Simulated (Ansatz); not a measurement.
**CH5BS (SMILES CBS): a rigid scan of the bond length B2–S3**

Aim: the energy along the bond length B2–S3, from CCSD(T) and from cheaper methods, relative to the minimum. No other atom is relaxed.

The runs use Ansatz 0.2.0, Gaussian basis; single points in def2-TZVPP.

Levels: PBE-D4, r2SCAN-D4, PBE0-D4, B3LYP-D4, wB97M-V, Hartree-Fock, MP2, CCSD, CCSD(T). The scan takes 1.533, 1.585, 1.662, 1.752, 1.851, 1.958, 2.072, 2.192, 2.317 Å.

Correlated methods freeze the cores. B3LYP uses VWN-RPA correlation.

27 further runs of the same task are left out: 27 set aside as unsound or not needed.

## 1. Where the work starts

The minimum, relaxed at PBE0-D4: SMILES `CBS`, 8 atoms, charge 0, spin multiplicity 1.

Atoms are counted from 1 here; the program's logs count them from 0.

Bond lengths: C1–B2 1.558 Å, C1–H4 1.096 Å, C1–H5 1.096 Å, C1–H6 1.092 Å, B2–S3 1.782 Å, B2–H7 1.195 Å, S3–H8 1.343 Å. Angles: B2–C1–H4 109.5°, B2–C1–H5 109.5°, B2–C1–H6 115.2°, H4–C1–H5 105.3°, H4–C1–H6 108.4°, H5–C1–H6 108.4°, C1–B2–S3 119.7°, C1–B2–H7 121.8°, S3–B2–H7 118.5°, B2–S3–H8 98.9°.

Geometry (Å):

```xyz
8

C    -0.6327    0.8479   -0.2658
B     0.3426   -0.3618   -0.1543
S     0.5981   -1.1480    1.4245
H    -1.4139    0.6227   -1.0011
H    -0.0968    1.7144   -0.6703
H    -1.1133    1.1446    0.6683
H     0.9323   -0.7852   -1.1038
H     1.4758   -2.0917    1.0468
```

Energies of the minimum (eV), from earlier single points: PBE-D4 -12624.64953, r2SCAN-D4 -12630.16260, PBE0-D4 -12625.99888, B3LYP-D4 -12633.10285, wB97M-V -12630.23637, CCSD(T) -12614.84090.

At the minimum the bond length B2–S3 is 1.782 Å.

## 2. B2–S3 = 1.533 Å

The input, ccsdt-tzvpp/in.yaml:

```yaml
crystal:
  periodic: [false, false, false]
  atoms:
    - {symbol: C, position_ang: [-0.632711, 0.847926, -0.265769]}
    - {symbol: B, position_ang: [0.342611, -0.361826, -0.154305]}
    - {symbol: S, position_ang: [0.562391, -1.038109, 1.203792]}
    - {symbol: H, position_ang: [-1.413862, 0.622676, -1.001100]}
    - {symbol: H, position_ang: [-0.096794, 1.714406, -0.670285]}
    - {symbol: H, position_ang: [-1.113267, 1.144572, 0.668322]}
    - {symbol: H, position_ang: [0.932322, -0.785187, -1.103838]}
    - {symbol: H, position_ang: [1.440086, -1.981778, 0.826129]}
basis:
  gaussian: {orbitals: def2-TZVPP}
correlation: {method: ccsd_t}
```

No record of the launch command was kept for these runs.

Standard output:

```text
Functional definition: HF
  name "HF"
  cite "Fock, Z. Phys. 61, 126 (1930) doi:10.1007/BF01340294"
  parent pbe
  exchange = exact_x
  correlation = 0
990 factors; integrals over basis functions are off by at most 8.6e-4 eV
mean field evaluation 1: about -12596.7774 eV, gradient 3.0e1 eV
mean field evaluation 2: about -12596.7824 eV, gradient 3.0e1 eV
mean field evaluation 4: about -12599.2917 eV, gradient 3.0e0 eV
mean field evaluation 8: about -12599.3341 eV, gradient 2.1e-4 eV
mean field evaluation 16: about -12599.3321 eV, gradient 5.6e-1 eV
mean field -12599.33406388 eV, -463.0169867122 hartree, gradient 2.4e-6 eV, S^2 0.000000; 0 other end points of the search recorded, 0 dependent functions left out
7 core orbitals not correlated: weight in the atoms' cores, before any rotation towards them, 1.000 or more for the frozen orbitals, at most 0.000 for the correlated occupied ones
reference -12599.33406388 eV, -463.0169867122 hartree; 9, 9 occupied and 158, 158 virtual orbitals, 990 factors
second order -12.68156826 eV of doubles, -0.00000000 eV of singles
cycle   1  -13.43655052 eV  change   -7.5e-1 eV  update   7.4e-2
cycle   2  -13.77530173 eV  change   -3.4e-1 eV  update   2.2e-2
cycle   3  -13.81958701 eV  change   -4.4e-2 eV  update   9.0e-3
cycle   4  -13.81564894 eV  change    3.9e-3 eV  update   2.7e-3
cycle   5  -13.81504711 eV  change    6.0e-4 eV  update   1.0e-3
cycle   6  -13.81496879 eV  change    7.8e-5 eV  update   3.5e-4
cycle   7  -13.81497784 eV  change   -9.1e-6 eV  update   9.6e-5
cycle   8  -13.81500360 eV  change   -2.6e-5 eV  update   3.5e-5
cycle   9  -13.81500515 eV  change   -1.6e-6 eV  update   9.7e-6
perturbative correction -0.56176542 eV, -0.0206444986 hartree
Total energy: -12613.71083446 eV, -463.5453232860 hartree
```

It took 13 s on 2 threads, shared host; peak memory 1.5 GiB.

The other levels were run on the same coordinates; their logs were not kept, and their results stand in the tables.

## 3. B2–S3 = 1.585 Å

ccsdt-tzvpp/in.yaml: that of step 2 with these lines changed.

```diff
@@ -5,3 +5,3 @@
     - {symbol: B, position_ang: [0.342611, -0.361826, -0.154305]}
-    - {symbol: S, position_ang: [0.562391, -1.038109, 1.203792]}
+    - {symbol: S, position_ang: [0.569846, -1.061049, 1.249859]}
     - {symbol: H, position_ang: [-1.413862, 0.622676, -1.001100]}
@@ -10,3 +10,3 @@
     - {symbol: H, position_ang: [0.932322, -0.785187, -1.103838]}
-    - {symbol: H, position_ang: [1.440086, -1.981778, 0.826129]}
+    - {symbol: H, position_ang: [1.447541, -2.004718, 0.872197]}
 basis:
```

Standard output, cut to the lines that bear on the results:

```text
[... 4 set-up lines as earlier in the session ...]
[...]
991 factors; integrals over basis functions are off by at most 8.8e-4 eV
[...]
mean field -12599.83366269 eV, -463.0353466300 hartree, gradient 2.3e-6 eV, S^2 0.000000; 0 other end points of the search recorded, 0 dependent functions left out
7 core orbitals not correlated: weight in the atoms' cores, before any rotation towards them, 1.000 or more for the frozen orbitals, at most 0.000 for the correlated occupied ones
reference -12599.83366269 eV, -463.0353466300 hartree; 9, 9 occupied and 158, 158 virtual orbitals, 991 factors
second order -12.64692657 eV of doubles, -0.00000000 eV of singles
cycle   1  -13.40963381 eV  change   -7.6e-1 eV  update   7.4e-2
[...]
cycle   9  -13.78973158 eV  change   -1.9e-6 eV  update   1.0e-5
perturbative correction -0.56156109 eV, -0.0206369894 hartree
Total energy: -12614.18495536 eV, -463.5627469080 hartree
```

It took 13 s on 2 threads, shared host; peak memory 1.5 GiB.

## 4. B2–S3 = 1.662 Å

ccsdt-tzvpp/in.yaml: that of step 3 with these lines changed.

```diff
@@ -5,3 +5,3 @@
     - {symbol: B, position_ang: [0.342611, -0.361826, -0.154305]}
-    - {symbol: S, position_ang: [0.569846, -1.061049, 1.249859]}
+    - {symbol: S, position_ang: [0.580885, -1.095018, 1.318074]}
     - {symbol: H, position_ang: [-1.413862, 0.622676, -1.001100]}
@@ -10,3 +10,3 @@
     - {symbol: H, position_ang: [0.932322, -0.785187, -1.103838]}
-    - {symbol: H, position_ang: [1.447541, -2.004718, 0.872197]}
+    - {symbol: H, position_ang: [1.458580, -2.038687, 0.940411]}
 basis:
```

Standard output, cut to the lines that bear on the results:

```text
[... 4 set-up lines as earlier in the session ...]
[...]
991 factors; integrals over basis functions are off by at most 8.8e-4 eV
[...]
mean field -12600.29821814 eV, -463.0524187277 hartree, gradient 2.0e-6 eV, S^2 0.000000; 0 other end points of the search recorded, 0 dependent functions left out
7 core orbitals not correlated: weight in the atoms' cores, before any rotation towards them, 1.000 or more for the frozen orbitals, at most 0.000 for the correlated occupied ones
reference -12600.29821814 eV, -463.0524187277 hartree; 9, 9 occupied and 158, 158 virtual orbitals, 991 factors
second order -12.60106648 eV of doubles, -0.00000000 eV of singles
cycle   1  -13.37390873 eV  change   -7.7e-1 eV  update   7.5e-2
[...]
cycle   9  -13.75675396 eV  change   -1.3e-6 eV  update   1.1e-5
perturbative correction -0.56176864 eV, -0.0206446166 hartree
Total energy: -12614.61674073 eV, -463.5786147275 hartree
```

It took 13 s on 2 threads, shared host; peak memory 1.5 GiB.

## 5. B2–S3 = 1.752 Å

ccsdt-tzvpp/in.yaml: that of step 4 with these lines changed.

```diff
@@ -5,3 +5,3 @@
     - {symbol: B, position_ang: [0.342611, -0.361826, -0.154305]}
-    - {symbol: S, position_ang: [0.580885, -1.095018, 1.318074]}
+    - {symbol: S, position_ang: [0.593788, -1.134721, 1.397806]}
     - {symbol: H, position_ang: [-1.413862, 0.622676, -1.001100]}
@@ -10,3 +10,3 @@
     - {symbol: H, position_ang: [0.932322, -0.785187, -1.103838]}
-    - {symbol: H, position_ang: [1.458580, -2.038687, 0.940411]}
+    - {symbol: H, position_ang: [1.471483, -2.078390, 1.020143]}
 basis:
```

Standard output, cut to the lines that bear on the results:

```text
[... 4 set-up lines as earlier in the session ...]
[...]
994 factors; integrals over basis functions are off by at most 8.9e-4 eV
[...]
mean field -12600.53692799 eV, -463.0611911530 hartree, gradient 2.5e-6 eV, S^2 0.000000; 0 other end points of the search recorded, 0 dependent functions left out
7 core orbitals not correlated: weight in the atoms' cores, before any rotation towards them, 1.000 or more for the frozen orbitals, at most 0.000 for the correlated occupied ones
reference -12600.53692799 eV, -463.0611911530 hartree; 9, 9 occupied and 158, 158 virtual orbitals, 994 factors
second order -12.55527429 eV of doubles, -0.00000000 eV of singles
cycle   1  -13.33815012 eV  change   -7.8e-1 eV  update   7.7e-2
[...]
cycle   9  -13.72459979 eV  change   -2.1e-7 eV  update   1.3e-5
perturbative correction -0.56273233 eV, -0.0206800316 hartree
Total energy: -12614.82426010 eV, -463.5862409238 hartree
```

Wall time 13 s (2 threads, shared host); peak memory 1.5 GiB.

## 6. B2–S3 = 1.851 Å

ccsdt-tzvpp/in.yaml: that of step 5 with these lines changed.

```diff
@@ -5,3 +5,3 @@
     - {symbol: B, position_ang: [0.342611, -0.361826, -0.154305]}
-    - {symbol: S, position_ang: [0.593788, -1.134721, 1.397806]}
+    - {symbol: S, position_ang: [0.607981, -1.178395, 1.485510]}
     - {symbol: H, position_ang: [-1.413862, 0.622676, -1.001100]}
@@ -10,3 +10,3 @@
     - {symbol: H, position_ang: [0.932322, -0.785187, -1.103838]}
-    - {symbol: H, position_ang: [1.471483, -2.078390, 1.020143]}
+    - {symbol: H, position_ang: [1.485677, -2.122064, 1.107848]}
 basis:
```

Standard output, cut to the lines that bear on the results:

```text
[... 4 set-up lines as earlier in the session ...]
[...]
995 factors; integrals over basis functions are off by at most 9.2e-4 eV
[...]
mean field -12600.54346444 eV, -463.0614313631 hartree, gradient 3.7e-6 eV, S^2 0.000000; 0 other end points of the search recorded, 0 dependent functions left out
7 core orbitals not correlated: weight in the atoms' cores, before any rotation towards them, 1.000 or more for the frozen orbitals, at most 0.000 for the correlated occupied ones
reference -12600.54346444 eV, -463.0614313631 hartree; 9, 9 occupied and 158, 158 virtual orbitals, 995 factors
second order -12.51426722 eV of doubles, -0.00000000 eV of singles
cycle   1  -13.30613261 eV  change   -7.9e-1 eV  update   7.8e-2
[...]
cycle   9  -13.69698025 eV  change    2.2e-7 eV  update   1.6e-5
perturbative correction -0.56466797 eV, -0.0207511650 hartree
Total energy: -12614.80511265 eV, -463.5855372680 hartree
```

It took 13 s on 2 threads, shared host; peak memory 1.5 GiB.

## 7. B2–S3 = 1.958 Å

ccsdt-tzvpp/in.yaml: that of step 6 with these lines changed.

```diff
@@ -5,3 +5,3 @@
     - {symbol: B, position_ang: [0.342611, -0.361826, -0.154305]}
-    - {symbol: S, position_ang: [0.607981, -1.178395, 1.485510]}
+    - {symbol: S, position_ang: [0.623321, -1.225598, 1.580303]}
     - {symbol: H, position_ang: [-1.413862, 0.622676, -1.001100]}
@@ -10,3 +10,3 @@
     - {symbol: H, position_ang: [0.932322, -0.785187, -1.103838]}
-    - {symbol: H, position_ang: [1.485677, -2.122064, 1.107848]}
+    - {symbol: H, position_ang: [1.501017, -2.169267, 1.202640]}
 basis:
```

Standard output, cut to the lines that bear on the results:

```text
[... 4 set-up lines as earlier in the session ...]
[...]
993 factors; integrals over basis functions are off by at most 9.6e-4 eV
[...]
mean field -12600.35881794 eV, -463.0546457293 hartree, gradient 2.8e-6 eV, S^2 0.000000; 0 other end points of the search recorded, 0 dependent functions left out
7 core orbitals not correlated: weight in the atoms' cores, before any rotation towards them, 1.000 or more for the frozen orbitals, at most 0.000 for the correlated occupied ones
reference -12600.35881794 eV, -463.0546457293 hartree; 9, 9 occupied and 158, 158 virtual orbitals, 993 factors
second order -12.48045612 eV of doubles, -0.00000000 eV of singles
cycle   1  -13.27981769 eV  change   -8.0e-1 eV  update   7.9e-2
[...]
cycle   9  -13.67595436 eV  change    3.5e-7 eV  update   2.0e-5
perturbative correction -0.56779860 eV, -0.0208662135 hartree
Total energy: -12614.60257089 eV, -463.5780939956 hartree
```

It took 14 s on 2 threads, shared host; peak memory 1.5 GiB.

## 8. B2–S3 = 2.072 Å

ccsdt-tzvpp/in.yaml: that of step 7 with these lines changed.

```diff
@@ -5,3 +5,3 @@
     - {symbol: B, position_ang: [0.342611, -0.361826, -0.154305]}
-    - {symbol: S, position_ang: [0.623321, -1.225598, 1.580303]}
+    - {symbol: S, position_ang: [0.639665, -1.275889, 1.681296]}
     - {symbol: H, position_ang: [-1.413862, 0.622676, -1.001100]}
@@ -10,3 +10,3 @@
     - {symbol: H, position_ang: [0.932322, -0.785187, -1.103838]}
-    - {symbol: H, position_ang: [1.501017, -2.169267, 1.202640]}
+    - {symbol: H, position_ang: [1.517360, -2.219558, 1.303634]}
 basis:
```

Standard output, cut to the lines that bear on the results:

```text
[... 4 set-up lines as earlier in the session ...]
[...]
994 factors; integrals over basis functions are off by at most 9.7e-4 eV
[...]
mean field -12600.03229936 eV, -463.0426463928 hartree, gradient 2.6e-6 eV, S^2 0.000000; 0 other end points of the search recorded, 0 dependent functions left out
7 core orbitals not correlated: weight in the atoms' cores, before any rotation towards them, 1.000 or more for the frozen orbitals, at most 0.000 for the correlated occupied ones
reference -12600.03229936 eV, -463.0426463928 hartree; 9, 9 occupied and 158, 158 virtual orbitals, 994 factors
second order -12.45537032 eV of doubles, -0.00000000 eV of singles
cycle   1  -13.26041055 eV  change   -8.1e-1 eV  update   8.1e-2
[...]
cycle  10  -13.66292364 eV  change    6.6e-6 eV  update   8.6e-6
perturbative correction -0.57233319 eV, -0.0210328568 hartree
Total energy: -12614.26755619 eV, -463.5657824324 hartree
```

Run time: 15 s. Hardware: 2 threads, shared host; peak memory 1.5 GiB.

## 9. B2–S3 = 2.192 Å

ccsdt-tzvpp/in.yaml: that of step 8 with these lines changed.

```diff
@@ -5,3 +5,3 @@
     - {symbol: B, position_ang: [0.342611, -0.361826, -0.154305]}
-    - {symbol: S, position_ang: [0.639665, -1.275889, 1.681296]}
+    - {symbol: S, position_ang: [0.656869, -1.328827, 1.787605]}
     - {symbol: H, position_ang: [-1.413862, 0.622676, -1.001100]}
@@ -10,3 +10,3 @@
     - {symbol: H, position_ang: [0.932322, -0.785187, -1.103838]}
-    - {symbol: H, position_ang: [1.517360, -2.219558, 1.303634]}
+    - {symbol: H, position_ang: [1.534564, -2.272496, 1.409943]}
 basis:
```

Standard output, cut to the lines that bear on the results:

```text
[... 4 set-up lines as earlier in the session ...]
[...]
995 factors; integrals over basis functions are off by at most 9.8e-4 eV
[...]
mean field -12599.61156354 eV, -463.0271846367 hartree, gradient 8.1e-6 eV, S^2 0.000000; 0 other end points of the search recorded, 0 dependent functions left out
7 core orbitals not correlated: weight in the atoms' cores, before any rotation towards them, 1.000 or more for the frozen orbitals, at most 0.000 for the correlated occupied ones
reference -12599.61156354 eV, -463.0271846367 hartree; 9, 9 occupied and 158, 158 virtual orbitals, 995 factors
second order -12.43952774 eV of doubles, -0.00000000 eV of singles
cycle   1  -13.24826119 eV  change   -8.1e-1 eV  update   8.3e-2
[...]
cycle  10  -13.65858270 eV  change    1.1e-5 eV  update   1.2e-5
perturbative correction -0.57849022 eV, -0.0212591234 hartree
Total energy: -12613.84863645 eV, -463.5503874160 hartree
```

Wall time 14 s (2 threads, shared host); peak memory 1.5 GiB.

## 10. B2–S3 = 2.317 Å

ccsdt-tzvpp/in.yaml: that of step 9 with these lines changed.

```diff
@@ -5,3 +5,3 @@
     - {symbol: B, position_ang: [0.342611, -0.361826, -0.154305]}
-    - {symbol: S, position_ang: [0.656869, -1.328827, 1.787605]}
+    - {symbol: S, position_ang: [0.674789, -1.383971, 1.898344]}
     - {symbol: H, position_ang: [-1.413862, 0.622676, -1.001100]}
@@ -10,3 +10,3 @@
     - {symbol: H, position_ang: [0.932322, -0.785187, -1.103838]}
-    - {symbol: H, position_ang: [1.534564, -2.272496, 1.409943]}
+    - {symbol: H, position_ang: [1.552485, -2.327640, 1.520681]}
 basis:
```

Standard output, cut to the lines that bear on the results:

```text
[... 4 set-up lines as earlier in the session ...]
[...]
995 factors; integrals over basis functions are off by at most 1.0e-3 eV
[...]
mean field -12599.13731400 eV, -463.0097562874 hartree, gradient 8.7e-6 eV, S^2 0.000000; 0 other end points of the search recorded, 0 dependent functions left out
7 core orbitals not correlated: weight in the atoms' cores, before any rotation towards them, 1.000 or more for the frozen orbitals, at most 0.000 for the correlated occupied ones
reference -12599.13731400 eV, -463.0097562874 hartree; 9, 9 occupied and 158, 158 virtual orbitals, 995 factors
second order -12.43270164 eV of doubles, -0.00000000 eV of singles
cycle   1  -13.24302929 eV  change   -8.1e-1 eV  update   8.5e-2
[...]
cycle  10  -13.66307122 eV  change    2.1e-5 eV  update   1.8e-5
perturbative correction -0.58655886 eV, -0.0215556406 hartree
Total energy: -12613.38694408 eV, -463.5334205342 hartree
```

It took 13 s on 2 threads, shared host; peak memory 1.5 GiB.

## 11. The curves

Energies less that of the minimum at the same level (kJ/mol):

```
bond length (Å)  PBE-D4  r2SCAN-D4  PBE0-D4  B3LYP-D4  wB97M-V  Hartree-Fock    MP2   CCSD  CCSD(T)
          1.533   103.6      103.0    100.9     103.6    102.0         118.5  105.0  108.9    109.0
          1.585    60.0       59.3     57.6      59.9     58.4          70.3   60.2   63.1     63.3
          1.662    20.4       19.8     18.7      20.3     19.2          25.5   19.8   21.5     21.6
          1.752     1.5        1.3      1.0       1.5      1.1           2.5    1.1    1.6      1.6
1.782 (minimum)     0.0        0.0      0.0       0.0      0.0           0.0    0.0    0.0      0.0
          1.851     3.3        3.9      4.5       3.4      4.3           1.8    4.5    3.6      3.5
          1.958    21.8       23.4     25.3      22.2     24.8          19.6   25.6   23.4     23.0
          2.072    52.4       55.2     58.4      53.2     57.8          51.1   59.5   56.2     55.3
          2.192    90.4       94.7     99.4      91.7     98.9          91.7  101.6   97.2     95.7
          2.317   132.2      138.1    144.3     133.9    144.4         137.5  148.0  142.5    140.3
```

Miss and cost, level by level (times from a shared host):

```csv
method,RMS deviation from CCSD(T) (kJ/mol),mean time a point
PBE-D4,4.0,0.94 s
r2SCAN-D4,2.6,1.6 s
PBE0-D4,4.1,1.3 s
B3LYP-D4,3.4,1.3 s
wB97M-V,3.6,3.2 s
Hartree-Fock,4.8,part of the CCSD(T) run
MP2,4.1,part of the CCSD(T) run
CCSD,1.0,part of the CCSD(T) run
CCSD(T),0,13 s
```

For cost: r2SCAN-D4 comes within 2.6 kJ/mol at 1.6 s a point, where CCSD(T) needs 13 s.

## 12. What came out

```
                       quantity                                                                                                          value
         highest point, CCSD(T)                                                                                        140.3 kJ/mol at 2.317 Å
          lowest point, CCSD(T)                                                                                          0.0 kJ/mol at 1.782 Å
minimum along the scan, CCSD(T)                                                                                                        1.789 Å
                curvature there                                                                                                     22.1 eV/Å²
     RMS deviation from CCSD(T)  PBE-D4 4.0, r2SCAN-D4 2.6, PBE0-D4 4.1, B3LYP-D4 3.4, wB97M-V 3.6, Hartree-Fock 4.8, MP2 4.1, CCSD 1.0 kJ/mol
          largest T1 diagnostic                                                                                                          0.015
```

**Reading.** A polynomial through the near points puts the CCSD(T) minimum 0.007 Å above the PBE0-D4 value. The well is lopsided: squeezing costs more than stretching by the same length. Curvature against CCSD(T): PBE-D4 -5 %, Hartree-Fock -2 %. CCSD follows the CCSD(T) curve best and Hartree-Fock worst.
